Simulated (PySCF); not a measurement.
H₆N₂Si.
Bonds: N1–Si2, Si2–N3. Hydrogens: H4, H5 on N1; H6, H7 on Si2; H8, H9 on N3.

A GFN2-xTB structure was refined with PBE0-D3(BJ)/def2-SVP geometry optimisation, gas phase in PySCF. Its GFN2-xTB values:

```tsv
coordinate	GFN2-xTB
N1–Si2	1.754 Å
N1–H4	0.984 Å
Si2–H6	1.462 Å
N1–Si2–N3	112.5°
N1–Si2–H6	107.5°
N1–Si2–H7	103.8°
Si2–N1–H4	119.2°
Si2–N1–H5	117.3°
H4–N1–H5	111.3°
H6–Si2–H7	113.2°
```

**Question.** How do these coordinates change at the PBE0-D3(BJ)/def2-SVP level?

**Answer.** 
```csv
coordinate,PBE0-D3(BJ)/def2-SVP (Å or °),change
Si2–H6,1.502,+0.040
N1–Si2,1.724,-0.030
N1–H4,1.013,+0.029
N1–Si2–H6,117.8,+10.3
H6–Si2–H7,107.1,-6.1
N1–Si2–N3,108.2,-4.3
Si2–N1–H5,120.4,+3.1
Si2–N1–H4,120.9,+1.7
H4–N1–H5,111.8,+0.5
N1–Si2–H7,103.4,-0.4
```

The energy falls by 0.191 eV over 19 energy and gradient evaluations, the largest force component goes from 0.0409 to 2.6e-04 Eh/bohr, and the atoms move by 0.307 Å rms after alignment. The bond that changes most is Si2–H6 (SiH2 silicon to Si–H hydrogen), which lengthens by 0.040 Å. Bonds longer at the end by more than 0.005 Å: 6 of 8; shorter: 2. Among the dihedrals that turn most is H5–N1–Si2–H6, from -166° to -90°. Rotational constants go from 20396, 6525, 5456 to 19879, 6817, 5551 MHz.

The run used 76 basis functions and 118 SCF cycles in all. On one thread, Arm Neoverse V1 (aarch64), no GPU, shared host with 32 logical CPUs at a one-minute load of 25, this took 30 s of wall time and 0.33 GiB of memory at its peak.

Whether it is a minimum is left open (no frequencies). One conformer, not necessarily the lowest.
